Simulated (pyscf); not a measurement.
Thermochemistry of product channels of HO–SiH₂–F + hydrogen fluoride (HF) on the singlet surface, in kcal/mol, from ωB97M-D3(BJ)/def2-TZVP energies (ideal gas, 1 atm, RRHO with modes under 100 cm⁻¹ raised to 100, one conformer, R ln 2 for rigid chiral ones). Single points on ωB97X-D3(BJ)/def2-SVP structures (PySCF, gas phase).

```json
[
 {"products": "F–SiH₂–F + water (H₂O)", "ΔE": "…", "ΔH(298 K)": "-8.8", "ΔG(600 K)": "-8.1", "ΔG(1200 K)": "-6.4"},
 {"products": "HO–SiH(F)–F + hydrogen (H₂)", "ΔE": "…", "ΔH(298 K)": "-37.4", "ΔG(600 K)": "-33.6", "ΔG(1200 K)": "-30.9"}
]
```

**Question.** Fill in the missing entries.

**Answer.** 
- F–SiH₂–F + water (H₂O), ΔE: -9.3
- HO–SiH(F)–F + hydrogen (H₂), ΔE: -34.9

These are energies of the channels, which say nothing of barriers.
